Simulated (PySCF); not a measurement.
Predicted microwave data (PBE0-D3(BJ)/def2-SVP geometry optimisation, gas phase (PySCF)) for one isomer of CH8Si2:

| Quantity | Value |
| --- | --- |
| Rotational constants | A = 13042, B = 3183, C = 2769 MHz |
| Dipole components | \|μa\| = 0.78 D, \|μb\| = 0.46 D, \|μc\| = 0.00 D |
| Inertial defect | -15.01 u·Å² |
| κ | -0.92 |

Problem. Which structure is it? (One computed conformer of each.)
A. `C[SiH2][SiH3]`
B. `[SiH3]C[SiH3]`

Solution. A. It is C[SiH2][SiH3], a near-prolate asymmetric top, point group Cs. The candidates at the same level (rigid rotor, commonest isotopes):

| SMILES | A (MHz) | B (MHz) | C (MHz) | μa (D) | μb (D) | μc (D) | Δ (u·Å²) | point group | rotor |
| --- | --- | --- | --- | --- | --- | --- | --- | --- | --- |
| C[SiH2][SiH3] | 13042 | 3183 | 2769 | 0.78 | 0.46 | 0.00 | -15.01 | Cs | near-prolate asymmetric top |
| [SiH3]C[SiH3] | 18356 | 2882 | 2690 | 0.00 | 0.84 | 0.00 | -15.02 | – | near-prolate asymmetric top |

`[SiH3]C[SiH3]` has A 41 % too high. In the right answer the mirror of this Cs structure is the ab plane, so μc vanishes by symmetry. No structure here is proved a minimum.
